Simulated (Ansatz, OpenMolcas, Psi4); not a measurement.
## A ladder of methods for HBS (hydrogen boron sulfide)

HBS: 3 atoms, total charge 0, spin state singlet. SMILES: `B=S`. The shape is that of a PBE0-D4/def2-TZVP optimisation.

```xyz
3

B    -0.0387   -0.0146    0.1348
S     0.3992    0.1476   -1.3933
H    -0.3605   -0.1331    1.2585
```

Each level gives the HOMO–LUMO gap (eV). The values are calculated.

```csv
level,kind,program,value (eV),CPU time
HF/def2-TZVPPD,Hartree–Fock,Ansatz,12.07,1.7 s
PBE/def2-TZVPPD,GGA,Ansatz,5.26,3.6 s
TPSS/def2-TZVPPD,meta-GGA,OpenMolcas,5.48,29 s
r2SCAN/def2-TZVPPD,meta-GGA,OpenMolcas,5.78,27 s
BHLYP/def2-TZVPPD,global hybrid,Ansatz,9.18,4.2 s
TPSSh/def2-TZVPPD,hybrid meta-GGA,Psi4,6.28,52 s
r2SCAN0/def2-TZVPPD,hybrid meta-GGA,Ansatz,7.63,6.8 s
DSD-PBEP86/def2-TZVPPD (density fitting for correlation),double hybrid,Psi4,10.89,17 s
```

The values span 5.26 to 12.07 eV. Orbital gaps aren't excitation energies, and those of double hybrids come from the SCF part alone; they tend to grow with the share of exact exchange. Times are those of the runs behind each value, whatever else they computed, on shared processors of several kinds: orders of magnitude only.
